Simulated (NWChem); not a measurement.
System: Cl anion

Input file for NWChem:

```
start job
memory heap 200 mb stack 900 mb global 1100 mb
charge -1
geometry units angstroms noautosym nocenter noautoz
  Cl     0.000000     0.000000     0.000000
end
basis spherical
  Cl library aug-cc-pvdz
end
dft
  xc b3lyp
  iterations 150
end
property
  response 1 0.0
end
task dft property
```

Excerpt of the output:

```
             Northwest Computational Chemistry Package (NWChem) 7.3.0
             --------------------------------------------------------

                             Geometry "geometry" -> ""
                             -------------------------

 Output coordinates in angstroms (scale by  1.889725989 to convert to a.u.)

  No.       Tag          Charge          X              Y              Z
 ---- ---------------- ---------- -------------- -------------- --------------
    1 Cl                  17.0000     0.00000000     0.00000000     0.00000000

 Effective nuclear repulsion energy (a.u.)       0.0000000000

                              NWChem Property Module
                              ----------------------

                                 NWChem DFT Module
                                 -----------------

 Summary of "ao basis" -> "ao basis" (spherical)
 ------------------------------------------------------------------------------
       Tag                 Description            Shells   Functions and Types
 ---------------- ------------------------------  ------  ---------------------
 Cl                       aug-cc-pvdz               11       27   5s4p2d

            General Information
            -------------------
          SCF calculation type: DFT
          Wavefunction type:  closed shell.
          No. of atoms     :     1
          No. of electrons :    18
           Alpha electrons :     9
            Beta electrons :     9
          Charge           :    -1
          Spin multiplicity:     1
          Use of symmetry is: off; symmetry adaption is: off
          Maximum number of iterations: 150
          AO basis - number of functions:    27
                     number of shells:    11
          Convergence on energy requested:  1.00D-06
          Convergence on density requested:  1.00D-05
          Convergence on gradient requested:  5.00D-04

              XC Information
              --------------
                         B3LYP Method XC Potential
                     Hartree-Fock (Exact) Exchange  0.200
                        Slater Exchange Functional  0.800 local
                    Becke 1988 Exchange Functional  0.720 non-local
              Lee-Yang-Parr Correlation Functional  0.810
                  VWN I RPA Correlation Functional  0.190 local

             Grid Information
             ----------------
          Grid used for XC integration:  medium
          Radial quadrature: Mura-Knowles
          Angular quadrature: Lebedev.
          Tag              B.-S. Rad. Rad. Pts. Rad. Cut. Ang. Pts.
          ---              ---------- --------- --------- ---------
          Cl                  1.00       88           7.0       590
          Grid pruning is: on
          Number of quadrature shells:    88
          Spatial weights used:  Erf1

      Superposition of Atomic Density Guess
      -------------------------------------

 Sum of atomic energies:        -459.47610625

 Renormalizing density from      17.00 to     18

      Non-variational initial energy
      ------------------------------

 Total energy =    -475.351532
 1-e energy   =    -672.184778
 2-e energy   =     196.833245
 HOMO         =       0.093412
 LUMO         =       0.352882

   convergence    iter        energy       DeltaE   RMS-Dens  Diis-err
 ---------------- ----- ----------------- --------- --------- ---------
 d= 0,ls=0.0,diis     1   -459.9771002825 -4.60D+02  7.18D-02  2.87D+00
 d= 0,ls=0.0,diis     2   -460.0023741701 -2.53D-02  4.11D-02  1.85D+00
 d= 0,ls=0.0,diis     3   -460.2962313062 -2.94D-01  2.95D-03  1.35D-02
 d= 0,ls=0.0,diis     4   -460.2981793695 -1.95D-03  1.55D-04  6.93D-06
 d= 0,ls=0.0,diis     5   -460.2981809397 -1.57D-06  3.10D-05  1.46D-06
 d= 0,ls=0.0,diis     6   -460.2981811677 -2.28D-07  7.58D-08  8.92D-12

         Total DFT energy =     -460.298181167745
      One electron energy =     -641.027676989653
           Coulomb energy =      209.186532634268
    Exchange-Corr. energy =      -28.457036812360
 Nuclear repulsion energy =        0.000000000000

 Numeric. integr. density =       18.000000098372

                       DFT Final Molecular Orbital Analysis
                       ------------------------------------

 Vector    7  Occ=2.000000D+00  E=-2.872875D-02
              MO Center=  3.6D-14, -7.4D-15, -5.4D-14, r^2= 1.5D+00
   Bfn.  Coefficient  Atom+Function         Bfn.  Coefficient  Atom+Function
  ----- ------------  ---------------      ----- ------------  ---------------
    10      0.517912  1 Cl py                13      0.400426  1 Cl py
     9      0.215561  1 Cl px                12      0.166662  1 Cl px
    16      0.146751  1 Cl py                11      0.125074  1 Cl pz
    14      0.096701  1 Cl pz                15      0.061079  1 Cl px
    17      0.035440  1 Cl pz

 Vector    8  Occ=2.000000D+00  E=-2.872875D-02
              MO Center= -4.9D-14,  6.7D-14,  8.7D-14, r^2= 1.5D+00
   Bfn.  Coefficient  Atom+Function         Bfn.  Coefficient  Atom+Function
  ----- ------------  ---------------      ----- ------------  ---------------
     9      0.421875  1 Cl px                12      0.326174  1 Cl px
    11      0.301168  1 Cl pz                10     -0.248320  1 Cl py
    14      0.232849  1 Cl pz                13     -0.191990  1 Cl py
    15      0.119538  1 Cl px                17      0.085336  1 Cl pz
    16     -0.070362  1 Cl py

 Vector    9  Occ=2.000000D+00  E=-2.872875D-02
              MO Center= -3.4D-14,  5.9D-15,  5.0D-14, r^2= 1.5D+00
   Bfn.  Coefficient  Atom+Function         Bfn.  Coefficient  Atom+Function
  ----- ------------  ---------------      ----- ------------  ---------------
    11      0.473284  1 Cl pz                14      0.365921  1 Cl pz
     9     -0.325421  1 Cl px                12     -0.251600  1 Cl px
    17      0.134105  1 Cl pz                15     -0.092208  1 Cl px

 Vector   10  Occ=0.000000D+00  E= 2.514617D-01
              MO Center=  3.7D-13,  3.5D-13,  2.2D-13, r^2= 8.9D+00
   Bfn.  Coefficient  Atom+Function         Bfn.  Coefficient  Atom+Function
  ----- ------------  ---------------      ----- ------------  ---------------
    15      0.789136  1 Cl px                16      0.766494  1 Cl py
    17      0.505790  1 Cl pz                12     -0.363993  1 Cl px
    13     -0.353549  1 Cl py                14     -0.233298  1 Cl pz
     9     -0.130350  1 Cl px                10     -0.126610  1 Cl py
    11     -0.083546  1 Cl pz

 Vector   11  Occ=0.000000D+00  E= 2.514617D-01
              MO Center=  5.4D-12, -3.7D-13, -7.9D-12, r^2= 8.9D+00
   Bfn.  Coefficient  Atom+Function         Bfn.  Coefficient  Atom+Function
  ----- ------------  ---------------      ----- ------------  ---------------
    17      0.997197  1 Cl pz                15     -0.685147  1 Cl px
    14     -0.459962  1 Cl pz                12      0.316028  1 Cl px
    11     -0.164717  1 Cl pz                 9      0.113173  1 Cl px
    16      0.047361  1 Cl py

 Vector   12  Occ=0.000000D+00  E= 2.514617D-01
              MO Center= -2.1D-13,  3.3D-13, -1.7D-13, r^2= 8.9D+00
   Bfn.  Coefficient  Atom+Function         Bfn.  Coefficient  Atom+Function
  ----- ------------  ---------------      ----- ------------  ---------------
    16      0.936117  1 Cl py                15     -0.611482  1 Cl px
    17     -0.464592  1 Cl pz                13     -0.431789  1 Cl py
    12      0.282049  1 Cl px                14      0.214296  1 Cl pz
    10     -0.154628  1 Cl py                 9      0.101005  1 Cl px
    11      0.076741  1 Cl pz

 *** CALLING NEW AORESP DRIVER FOR CLOSED AND OPEN SHELLS ***
 Entering AOResponse driver routine

--------------------------------------------------------------------------------

          -----------------------------------------------
          Solving response equations for perturbing field
          -----------------------------------------------

 number of frequencies:     1
 frequency in a.u.:  0.0000000E+00
 Perturbing field: electric
 Using El. Dipole Length Gauge

 Setting up CPKS with frequency omega =      0.00000000 a.u.

 STATIC response

                                NWChem CPHF Module
                                ------------------

  scftype          =     RHF
  nclosed          =        9
  nopen            =        0
  variables        =      162
  # of vectors     =        3
  tolerance        = 0.10D-03
  level shift      = 0.00D+00
  max iterations   =       50
  max subspace     =       30

 SCF residual:    1.4310821215450616E-007

Iterative solution of linear equations
  No. of variables      162
  No. of equations        3
  Maximum subspace       30
        Iterations       50
       Convergence  1.0D-04

   iter   nsub   residual    time
   ----  ------  --------  ---------
     1      3    2.46D+00       3.0
     2      6    8.93D-01       3.9
     3      9    3.98D-02       4.7
     4     12    4.40D-04       5.5
     5     15    4.42D-06       6.4

 Electric Dipole Response Matrix (nonzero elements):

              1        2        3
    1   23.6852   0.0000   0.0000
    2    0.0000  23.6852   0.0000
    3    0.0000   0.0000  23.6852

 ------------------------------------------
 average:        23.68522 + I       0.00000

 DFT Linear Response polarizability / au
 Frequency  =       0.0000000 / au
              X              Y              Z
 -----------------------------------------------
 X      23.6852230      0.0000000      0.0000000
 Y       0.0000000     23.6852230      0.0000000
 Z       0.0000000      0.0000000     23.6852230
 -----------------------------------------------
 Eigenvalues =      23.6852230     23.6852230     23.6852230
 Isotropic   =      23.6852230
 Anisotropic =       0.0000000
 -----------------------------------------------

 Magnetic Dipole Response Matrix (nonzero elements):

 Exiting AOResponse driver routine
```

Level: B3LYP/aug-cc-pVDZ.
